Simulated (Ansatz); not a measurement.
Born–Oppenheimer molecular dynamics of H6Si2 (8 atoms, charge 0, multiplicity 1). It starts at the highest image of a converged band, a first-order saddle point between two minima.

All numbers below come from Ansatz 0.2.0, RKS r2SCANh/def2-SVP.

```json
{"ensemble": "NVE (velocity Verlet)", "time step": "0.5 fs", "steps asked": "200", "starting velocities drawn for": "100 K", "seed": "6988"}
```

Frames 0.5 fs apart, positions in Å.

Velocities at 30 fs (Å/ps):

```
Si 0.24 0.20 0.03
Si -0.05 -0.28 0.24
H 15.37 0.94 -0.99
H -4.86 -0.78 -6.15
H -5.53 8.76 2.98
H 3.04 -3.69 6.13
H 6.86 6.79 -0.97
H -20.07 -9.88 -8.42
```

```xyz
8
Properties=species:S:1:pos:R:3 time_fs=30 energy_less_start_eV=0.018 T=77
Si 0.348 -0.009 -0.040
Si 1.039 0.009 2.207
H 0.132 -0.904 2.963
H 2.464 -0.374 2.420
H 0.897 1.370 2.809
H 1.365 -0.591 -0.958
H 0.036 1.380 -0.492
H -0.912 -0.806 -0.099
8
Properties=species:S:1:pos:R:3 time_fs=30.5 energy_less_start_eV=0.018 T=77
Si 0.349 -0.008 -0.040
Si 1.039 0.009 2.207
H 0.140 -0.904 2.963
H 2.461 -0.374 2.417
H 0.895 1.375 2.811
H 1.366 -0.593 -0.955
H 0.040 1.384 -0.493
H -0.922 -0.811 -0.103
8
Properties=species:S:1:pos:R:3 time_fs=31 energy_less_start_eV=0.021 T=73
Si 0.349 -0.008 -0.040
Si 1.039 0.009 2.207
H 0.147 -0.904 2.963
H 2.459 -0.375 2.413
H 0.892 1.379 2.812
H 1.368 -0.595 -0.952
H 0.043 1.387 -0.493
H -0.932 -0.816 -0.108
8
Properties=species:S:1:pos:R:3 time_fs=31.5 energy_less_start_eV=0.027 T=66
Si 0.349 -0.008 -0.040
Si 1.039 0.008 2.208
H 0.155 -0.904 2.963
H 2.457 -0.377 2.410
H 0.889 1.383 2.812
H 1.370 -0.597 -0.949
H 0.047 1.390 -0.494
H -0.941 -0.821 -0.112
8
Properties=species:S:1:pos:R:3 time_fs=32 energy_less_start_eV=0.033 T=58
Si 0.349 -0.008 -0.040
Si 1.039 0.008 2.208
H 0.163 -0.905 2.963
H 2.455 -0.378 2.406
H 0.885 1.386 2.813
H 1.371 -0.599 -0.946
H 0.051 1.393 -0.494
H -0.948 -0.824 -0.117
8
Properties=species:S:1:pos:R:3 time_fs=32.5 energy_less_start_eV=0.039 T=50
Si 0.349 -0.008 -0.040
Si 1.039 0.008 2.208
H 0.170 -0.906 2.964
H 2.454 -0.380 2.403
H 0.882 1.389 2.813
H 1.373 -0.602 -0.943
H 0.055 1.395 -0.495
H -0.954 -0.827 -0.122
8
Properties=species:S:1:pos:R:3 time_fs=33 energy_less_start_eV=0.043 T=44
Si 0.349 -0.008 -0.040
Si 1.039 0.009 2.208
H 0.177 -0.909 2.966
H 2.453 -0.382 2.399
H 0.879 1.391 2.812
H 1.375 -0.604 -0.940
H 0.059 1.396 -0.495
H -0.959 -0.829 -0.127
8
Properties=species:S:1:pos:R:3 time_fs=33.5 energy_less_start_eV=0.045 T=42
Si 0.348 -0.008 -0.039
Si 1.039 0.009 2.208
H 0.183 -0.911 2.968
H 2.453 -0.385 2.395
H 0.876 1.392 2.811
H 1.376 -0.607 -0.938
H 0.063 1.397 -0.495
H -0.961 -0.830 -0.132
8
Properties=species:S:1:pos:R:3 time_fs=34 energy_less_start_eV=0.044 T=43
Si 0.348 -0.008 -0.039
Si 1.039 0.009 2.208
H 0.189 -0.915 2.971
H 2.453 -0.388 2.390
H 0.872 1.392 2.809
H 1.378 -0.610 -0.935
H 0.067 1.398 -0.495
H -0.962 -0.829 -0.137
8
Properties=species:S:1:pos:R:3 time_fs=34.5 energy_less_start_eV=0.040 T=48
Si 0.348 -0.008 -0.039
Si 1.039 0.009 2.208
H 0.194 -0.919 2.974
H 2.454 -0.391 2.386
H 0.869 1.392 2.807
H 1.380 -0.612 -0.932
H 0.071 1.398 -0.495
H -0.961 -0.828 -0.142
8
Properties=species:S:1:pos:R:3 time_fs=35 energy_less_start_eV=0.034 T=57
Si 0.348 -0.008 -0.039
Si 1.038 0.009 2.209
H 0.199 -0.924 2.978
H 2.455 -0.394 2.382
H 0.866 1.390 2.805
H 1.381 -0.615 -0.929
H 0.075 1.398 -0.495
H -0.958 -0.825 -0.147
8
Properties=species:S:1:pos:R:3 time_fs=35.5 energy_less_start_eV=0.026 T=67
Si 0.347 -0.008 -0.039
Si 1.038 0.010 2.209
H 0.203 -0.930 2.982
H 2.456 -0.397 2.377
H 0.863 1.388 2.802
H 1.383 -0.618 -0.926
H 0.080 1.397 -0.495
H -0.954 -0.822 -0.152
```

Of the whole run (100 fs, mean temperature of the second half 80 K): The conserved energy stayed within 0.062 meV per atom of its start (net change 0.047 meV per atom), so the integration is sound. A run of 0.1 ps of so small a system gives no equilibrium averages. The orbitals stay closed-shell, which can raise the energy where a bond breaks towards radicals; this wasn't checked here.

The run took 8.5 min on 1 thread of Arm Neoverse V1 (shared host), peak memory 0.13 GiB.
